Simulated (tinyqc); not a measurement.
Worked calculation: extended Hueckel theory, for CH4-. The parameters take no account of the charge, which enters only through the electron count, and nothing here shows that the anion is bound. One step of it, computed by the program tinyqc.

Task: Mulliken analysis. P = C n C^T; charge = valence electrons (H 1, C 4) minus the sum of (P S)_ii on the atom; overlap population = 2 sum P_ij S_ij between two atoms.

coefficients:
```
             MO1        MO2        MO3        MO4        MO5        MO6        MO7        MO8
1C 2s   0.704480   0.000000   0.000000   0.000000   0.000000   0.000000   0.000000   1.679741
1C 2px  0.000000   0.189459   0.470164  -0.006934   0.427575   0.812921  -0.748955   0.000000
1C 2py  0.000000   0.378181  -0.156803  -0.298980  -0.211706   0.848399   0.799996   0.000000
1C 2pz  0.000000   0.279431  -0.106564   0.409341   1.084876  -0.154832   0.451295   0.000000
2H 1s   0.137042   0.546437   0.133403   0.066719  -0.683156  -0.791214  -0.263829  -0.736151
3H 1s   0.137042  -0.302000   0.473193  -0.075665   0.234028  -0.062685   1.050537  -0.736151
4H 1s   0.137042  -0.058516  -0.335707  -0.452457   0.905534  -0.099951  -0.576493  -0.736151
5H 1s   0.137042  -0.185921  -0.270889   0.461404  -0.456406   0.953850  -0.210215  -0.736151
```

occupations: 2.000000  2.000000  2.000000  2.000000  0.333333  0.333333  0.333333  0.000000

overlap S:
```
           1C 2s     1C 2px     1C 2py     1C 2pz     2H 1s      3H 1s      4H 1s      5H 1s
1C 2s   1.000000   0.000000   0.000000   0.000000  0.508295   0.508295   0.508295   0.508295
1C 2px  0.000000   1.000000   0.000000   0.000000  0.289202   0.289202  -0.289202  -0.289202
1C 2py  0.000000   0.000000   1.000000   0.000000  0.289202  -0.289202   0.289202  -0.289202
1C 2pz  0.000000   0.000000   0.000000   1.000000  0.289202  -0.289202  -0.289202   0.289202
2H 1s   0.508295   0.289202   0.289202   0.289202  1.000000   0.159775   0.159775   0.159775
3H 1s   0.508295   0.289202  -0.289202  -0.289202  0.159775   1.000000   0.159775   0.159775
4H 1s   0.508295  -0.289202   0.289202  -0.289202  0.159775   0.159775   1.000000   0.159775
5H 1s   0.508295  -0.289202  -0.289202   0.289202  0.159775   0.159775   0.159775   1.000000
```

Give: charges; Overlap populations.

Result:

charges: 1C -0.629, 2H -0.093, 3H -0.093, 4H -0.093, 5H -0.093

Overlap populations:
```
pair      value
2-1    0.344949
3-1    0.344949
3-2   -0.097616
4-1    0.344949
4-2   -0.097616
4-3   -0.097616
5-1    0.344949
5-2   -0.097616
5-3   -0.097616
5-4   -0.097616
```
